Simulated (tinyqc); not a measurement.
ROHF in the sto-3g basis, for LiH, spin multiplicity 3, step by step (part 2 of 2). Computed by tinyqc, a small Python program that keeps every step (integrals from PySCF). Command: `OMP_NUM_THREADS=1 python tinyqc.py 31040 31041 out.jsonl` (the two numbers bound the seeds that draw the settings). One thread of a shared host (Intel(R) Xeon(R) Processor @ 2.60GHz), about 0.06 s of CPU time with the checks.

Geometry (angstrom):
```
atom         x         y         z
Li    0.000000  0.000000  0.000000
H     0.000000  0.000000  2.459000
```

## Iteration 4: building the Fock matrix

D(alpha) after iteration 3, lower triangle:
```
            1Li 1s     1Li 2s   1Li 2px   1Li 2py   1Li 2pz     2H 1s
1Li 1s    1.058641
1Li 2s   -0.246360   1.036154
1Li 2px   0.000000   0.000000  0.000000
1Li 2py   0.000000   0.000000  0.000000  0.000000
1Li 2pz   0.058644  -0.211320  0.000000  0.000000  0.064023
2H 1s     0.013300  -0.107944  0.000000  0.000000  0.158570  0.906901
```

D(beta) after iteration 3, lower triangle:
```
            1Li 1s     1Li 2s   1Li 2px   1Li 2py    1Li 2pz     2H 1s
1Li 1s    0.982126
1Li 2s    0.034774   0.001231
1Li 2px   0.000000   0.000000  0.000000
1Li 2py   0.000000   0.000000  0.000000  0.000000
1Li 2pz   0.002947   0.000104  0.000000  0.000000   0.000009
2H 1s    -0.004589  -0.000162  0.000000  0.000000  -0.000014  0.000021
```

core Hamiltonian H = T + V (hartree), lower triangle:
```
            1Li 1s     1Li 2s    1Li 2px    1Li 2py    1Li 2pz      2H 1s
1Li 1s   -4.621295
1Li 2s   -1.036473  -1.315216
1Li 2px   0.000000   0.000000  -1.069998
1Li 2py   0.000000   0.000000   0.000000  -1.069998
1Li 2pz  -0.006819  -0.074932   0.000000   0.000000  -1.123875
2H 1s    -0.040258  -0.294755   0.000000   0.000000  -0.422868  -1.112165
```

Two-electron integrals (ij|kl) in chemists' order, unique and non-zero (hartree):
```
(11|11) 1.680395   (21|11) 0.265420   (21|21) 0.049941   (22|11) 0.397727
(22|21) 0.092860   (22|22) 0.290562   (31|31) 0.008981   (32|31) 0.013788
(32|32) 0.064184   (33|11) 0.396640   (33|21) 0.092880   (33|22) 0.290497
(33|33) 0.312946   (41|41) 0.008981   (42|41) 0.013788   (42|42) 0.064184
(43|43) 0.016869   (44|11) 0.396640   (44|21) 0.092880   (44|22) 0.290497
(44|33) 0.279207   (44|44) 0.312946   (51|51) 0.008981   (52|51) 0.013788
(52|52) 0.064184   (53|53) 0.016869   (54|54) 0.016869   (55|11) 0.396640
(55|21) 0.092880   (55|22) 0.290497   (55|33) 0.279207   (55|44) 0.279207
(55|55) 0.312946   (61|11) 0.009256   (61|21) 0.001778   (61|22) 0.003456
(61|33) 0.003408   (61|44) 0.003408   (61|51) 0.000257   (61|52) 0.000508
(61|55) 0.003556   (61|61) 0.000072   (62|11) 0.055681   (62|21) 0.013320
(62|22) 0.049050   (62|33) 0.046104   (62|44) 0.046104   (62|51) 0.001959
(62|52) 0.015609   (62|55) 0.054893   (62|61) 0.000595   (62|62) 0.018667
(63|31) 0.000633   (63|32) 0.003811   (63|53) 0.001892   (63|63) 0.000812
(64|41) 0.000633   (64|42) 0.003811   (64|54) 0.001892   (64|64) 0.000812
(65|11) 0.079941   (65|21) 0.019198   (65|22) 0.072036   (65|33) 0.067169
(65|44) 0.067169   (65|51) 0.003009   (65|52) 0.024231   (65|55) 0.081699
(65|61) 0.000869   (65|62) 0.028985   (65|65) 0.045161   (66|11) 0.215188
(66|21) 0.051882   (66|22) 0.208362   (66|33) 0.192241   (66|44) 0.192241
(66|51) 0.006804   (66|52) 0.071415   (66|55) 0.240376   (66|61) 0.002299
(66|62) 0.107442   (66|65) 0.170052   (66|66) 0.774606
```

nuclear repulsion = 0.64560050 hartree

J_ij = sum D_kl (ij|kl) with D = D(alpha) + D(beta), K_ij = sum D_kl (ik|jl) for each spin; F = H + J - K(s); E = tr D H + tr D J / 2 - 0.5 sum_s tr D(s) K(s) + E_nn.

Coulomb J (hartree), lower triangle:
```
           1Li 1s    1Li 2s   1Li 2px   1Li 2py   1Li 2pz     2H 1s
1Li 1s   3.963602
1Li 2s   0.673098  1.293665
1Li 2px  0.000000  0.000000  1.275119
1Li 2py  0.000000  0.000000  0.000000  1.275119
1Li 2pz  0.001988  0.043671  0.000000  0.000000  1.323644
2H 1s    0.024001  0.258650  0.000000  0.000000  0.387405  1.352650
```

exchange K(alpha) (hartree), lower triangle:
```
           1Li 1s     1Li 2s   1Li 2px   1Li 2py   1Li 2pz     2H 1s
1Li 1s   1.700488
1Li 2s   0.267681   0.323937
1Li 2px  0.000000   0.000000  0.070830
1Li 2py  0.000000   0.000000  0.000000  0.070830
1Li 2pz  0.002015  -0.039042  0.000000  0.000000  0.150970
2H 1s    0.010370   0.122309  0.000000  0.000000  0.193494  0.743156
```

exchange K(beta) (hartree), lower triangle:
```
           1Li 1s    1Li 2s   1Li 2px   1Li 2py   1Li 2pz     2H 1s
1Li 1s   1.668796
1Li 2s   0.276092  0.055727
1Li 2px  0.000000  0.000000  0.009852
1Li 2py  0.000000  0.000000  0.000000  0.009852
1Li 2pz  0.000835  0.000240  0.000000  0.000000  0.009825
2H 1s    0.010348  0.002180  0.000000  0.000000  0.000334  0.000103
```

F(alpha) (hartree), lower triangle:
```
            1Li 1s     1Li 2s   1Li 2px   1Li 2py    1Li 2pz      2H 1s
1Li 1s   -2.358181
1Li 2s   -0.631056  -0.345489
1Li 2px   0.000000   0.000000  0.134292
1Li 2py   0.000000   0.000000  0.000000  0.134292
1Li 2pz  -0.006846   0.007781  0.000000  0.000000   0.048799
2H 1s    -0.026627  -0.158415  0.000000  0.000000  -0.228957  -0.502671
```

F(beta) (hartree), lower triangle:
```
            1Li 1s     1Li 2s   1Li 2px   1Li 2py    1Li 2pz     2H 1s
1Li 1s   -2.326489
1Li 2s   -0.639466  -0.077279
1Li 2px   0.000000   0.000000  0.195270
1Li 2py   0.000000   0.000000  0.000000  0.195270
1Li 2pz  -0.005666  -0.031501  0.000000  0.000000   0.189944
2H 1s    -0.026604  -0.038286  0.000000  0.000000  -0.035797  0.240382
```

total energy of this density = -7.77757652 hartree

## Iteration 4: Roothaan effective Fock matrix

overlap S, lower triangle:
```
           1Li 1s    1Li 2s   1Li 2px   1Li 2py   1Li 2pz     2H 1s
1Li 1s   1.000000
1Li 2s   0.241137  1.000000
1Li 2px  0.000000  0.000000  1.000000
1Li 2py  0.000000  0.000000  0.000000  1.000000
1Li 2pz  0.000000  0.000000  0.000000  0.000000  1.000000
2H 1s    0.009089  0.204740  0.000000  0.000000  0.306026  1.000000
```

With projectors Pc = D(beta) S, Po = (D(alpha) - D(beta)) S, Pv = 1 - D(alpha) S, the block xy is Px^T F Py; with Fc = (F(alpha) + F(beta))/2, the blocks are Fc for cc, oo, vv and cv, F(beta) for co and F(alpha) for ov.

effective F (hartree), lower triangle:
```
            1Li 1s     1Li 2s   1Li 2px   1Li 2py    1Li 2pz      2H 1s
1Li 1s   -2.342068
1Li 2s   -0.639206  -0.207004
1Li 2px   0.000000   0.000000  0.164781
1Li 2py   0.000000   0.000000  0.000000  0.164781
1Li 2pz  -0.005746   0.009933  0.000000  0.000000   0.164616
2H 1s    -0.026863  -0.090611  0.000000  0.000000  -0.080039  -0.148161
```

## Iteration 4: diagonalisation and new density

X, lower triangle:
```
            1Li 1s     1Li 2s   1Li 2px   1Li 2py    1Li 2pz     2H 1s
1Li 1s    1.023298
1Li 2s   -0.128182   1.041543
1Li 2px   0.000000   0.000000  1.000000
1Li 2py   0.000000   0.000000  0.000000  1.000000
1Li 2pz  -0.004343   0.027078  0.000000  0.000000   1.039076
2H 1s     0.016355  -0.115620  0.000000  0.000000  -0.167701  1.057063
```

Diagonalise F' = X^T F X, C = X C', fill 3 alpha and 1 beta electrons from the bottom; D(s) = C_occ C_occ^T. Each column has its largest component positive (the first on a tie).

F' = X^T F X (hartree), lower triangle:
```
           1          2         3         4          5          6
1  -2.288668
2  -0.356640  -0.072097
3   0.000000   0.000000  0.164781
4   0.000000   0.000000  0.000000  0.164781
5  -0.013505   0.036749  0.000000  0.000000   0.202809
6   0.017435  -0.076180  0.000000  0.000000  -0.097868  -0.111886
```

orbital energies (hartree): MO1 -2.344672, MO2 -0.168650, MO3 -0.000938, MO4 0.164781, MO5 0.164781, MO6 0.244418

coefficients C:
```
               MO1        MO2        MO3       MO4        MO5        MO6
1Li 1s    0.991031  -0.100996  -0.256046  0.000000   0.000000  -0.077166
1Li 2s    0.035059   0.329601   0.957289  0.000000   0.000000   0.298457
1Li 2px   0.000000   0.000000   0.000000  0.984802  -0.173682   0.000000
1Li 2py   0.000000   0.000000   0.000000  0.173682   0.984802   0.000000
1Li 2pz   0.003318   0.062091  -0.259363  0.000000   0.000000   1.018538
2H 1s    -0.004674   0.863477  -0.400727  0.000000   0.000000  -0.502937
```

D(alpha) after iteration 4, lower triangle:
```
            1Li 1s     1Li 2s   1Li 2px   1Li 2py   1Li 2pz     2H 1s
1Li 1s    1.057902
1Li 2s   -0.243654   1.026268
1Li 2px   0.000000   0.000000  0.000000
1Li 2py   0.000000   0.000000  0.000000  0.000000
1Li 2pz   0.063426  -0.227704  0.000000  0.000000  0.071136
2H 1s     0.010764  -0.099173  0.000000  0.000000  0.157533  0.906197
```

D(beta) after iteration 4, lower triangle:
```
            1Li 1s     1Li 2s   1Li 2px   1Li 2py    1Li 2pz     2H 1s
1Li 1s    0.982142
1Li 2s    0.034745   0.001229
1Li 2px   0.000000   0.000000  0.000000
1Li 2py   0.000000   0.000000  0.000000  0.000000
1Li 2pz   0.003288   0.000116  0.000000  0.000000   0.000011
2H 1s    -0.004632  -0.000164  0.000000  0.000000  -0.000016  0.000022
```

Within a degenerate level the vectors are fixed only up to a rotation; this is one choice.

## Iteration 12 (converged): orbitals

converged F (hartree), lower triangle:
```
            1Li 1s     1Li 2s   1Li 2px   1Li 2py    1Li 2pz      2H 1s
1Li 1s   -2.342252
1Li 2s   -0.639215  -0.203720
1Li 2px   0.000000   0.000000  0.164938
1Li 2py   0.000000   0.000000  0.000000  0.164938
1Li 2pz  -0.006764   0.012977  0.000000  0.000000   0.161196
2H 1s    -0.027008  -0.089703  0.000000  0.000000  -0.081208  -0.151426
```

As before.

F' = X^T F X (hartree), lower triangle:
```
           1          2         3         4          5          6
1  -2.288802
2  -0.357066  -0.068618
3   0.000000   0.000000  0.164938
4   0.000000   0.000000  0.000000  0.164938
5  -0.014956   0.040095  0.000000  0.000000   0.199607
6   0.017391  -0.075748  0.000000  0.000000  -0.098372  -0.115276
```

orbital energies (hartree): MO1 -2.344855, MO2 -0.170251, MO3 -0.001314, MO4 0.164938, MO5 0.164938, MO6 0.243331

coefficients C:
```
               MO1        MO2        MO3        MO4       MO5        MO6
1Li 1s    0.991049  -0.096061  -0.256361   0.000000  0.000000  -0.082034
1Li 2s    0.034992   0.310956   0.958146   0.000000  0.000000   0.315252
1Li 2px   0.000000   0.000000   0.000000   0.936470  0.350749   0.000000
1Li 2py   0.000000   0.000000   0.000000  -0.350749  0.936470   0.000000
1Li 2pz   0.003694   0.062502  -0.274599   0.000000  0.000000   1.014510
2H 1s    -0.004726   0.872695  -0.376921   0.000000  0.000000  -0.505424
```

D(alpha) after iteration 12, lower triangle:
```
            1Li 1s     1Li 2s   1Li 2px   1Li 2py   1Li 2pz     2H 1s
1Li 1s    1.057127
1Li 2s   -0.240823   1.015961
1Li 2px   0.000000   0.000000  0.000000
1Li 2py   0.000000   0.000000  0.000000  0.000000
1Li 2pz   0.068053  -0.243541  0.000000  0.000000  0.079325
2H 1s     0.008112  -0.089941  0.000000  0.000000  0.158030  0.903689
```

D(beta) after iteration 12, lower triangle:
```
            1Li 1s     1Li 2s   1Li 2px   1Li 2py    1Li 2pz     2H 1s
1Li 1s    0.982179
1Li 2s    0.034678   0.001224
1Li 2px   0.000000   0.000000  0.000000
1Li 2py   0.000000   0.000000  0.000000  0.000000
1Li 2pz   0.003661   0.000129  0.000000  0.000000   0.000014
2H 1s    -0.004684  -0.000165  0.000000  0.000000  -0.000017  0.000022
```

Within a degenerate level the vectors are fixed only up to a rotation; this is one choice.

## Convergence

Stop when the energy changes by less than 1e-08 hartree and every element of the error matrix X^T (F D S - S D F) X is below 3e-05.

Course of the cycle:
```
iteration  E (hartree)     change  largest element of the error matrix
1          -7.62605040          -                             2.05e-01
2          -7.76975607  -1.44e-01                             5.03e-02
3          -7.77709436  -7.34e-03                             7.99e-03
4          -7.77757652  -4.82e-04                             4.01e-03
5          -7.77769102  -1.14e-04                             1.94e-03
6          -7.77771888  -2.79e-05                             9.55e-04
7          -7.77772564  -6.75e-06                             4.67e-04
8          -7.77772727  -1.63e-06                             2.29e-04
9          -7.77772766  -3.92e-07                             1.12e-04
10         -7.77772775  -9.42e-08                             5.50e-05
11         -7.77772778  -2.26e-08                             2.70e-05
12         -7.77772778  -5.43e-09                             1.32e-05
```

PySCF ROHF in the same basis = -7.77772778 hartree

Converged in 12 iterations.

## Populations, bond orders and dipole

Mulliken: Z minus the diagonal of D S on the atom; Loewdin: the same with S^(1/2) D S^(1/2); Mayer order: 2 sum_s sum (D(s) S)_ij (D(s) S)_ji over the two atoms.

Charges (e):
```
atom   Mulliken    Loewdin  Mulliken spin
1Li   -0.066350  -0.093148       1.066231
2H     0.066350   0.093148       0.933769
```

Mayer bond orders:
```
pair     order
2-1   0.123673
```

dipole moment about the origin, x y z (debye): 0.000000  0.000000  2.709457
